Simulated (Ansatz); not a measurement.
## BF⁺, doublet: reading a ladder of total energies

Geometry: that of the BF, singlet, kept fixed.

```xyz
2

B     0.0000    0.0000    0.0000
F     0.0000    0.0000    1.2631
```

Basis 6-31G; Ansatz 0.2.0. Correlated methods freeze the noble-gas cores, which leaves 9 electrons in 16 orbitals. Prefix R: restricted or restricted open-shell reference; prefix U: unrestricted.

Full CI is exact within this basis and frozen core; it isn't the basis-set limit. The frozen core follows each run's orbitals, which can shift R against U totals by a few meV.

Runs differ by some tens of microhartree through their thresholds and, for an open shell, their frozen cores, so steps under 0.1 kcal/mol mean nothing.

| level | total energy (hartree) |
| --- | --- |
| UHF | -123.688806 |
| UMP2 | -123.846201 |
| UCCSD | -123.845671 |
| UCCSD(T) | -123.850761 |
| UCCSDT | -123.851316 |
| UCCSDT(Q) | -123.851699 |
| UCCSDTQ | -123.851564 |
| full CI | -123.851480 |

What is the correlation energy at full CI, and what share of it do UMP2 and UCCSDT recover?

E(corr) = -123.851480 − (-123.688806) = -0.162674 hartree = -4.427 eV. UMP2: -0.157395 / -0.162674 = 96.75 %. UCCSDT: -0.162510 / -0.162674 = 99.90 %.

By how many kcal/mol does UCCSD(T) miss full CI (1 hartree = 627.509 kcal/mol), and which steps make up the rest?

-123.850761 − (-123.851480) = 0.000719 hartree = 0.45 kcal/mol. Steps: UCCSDT − UCCSD(T) = -0.35, UCCSDT(Q) − UCCSDT = -0.24, UCCSDTQ − UCCSDT(Q) = 0.08, full CI − UCCSDTQ = 0.05 kcal/mol. That is within 1 kcal/mol of the reference in this basis, which itself misses far more of the correlation at the basis-set limit.
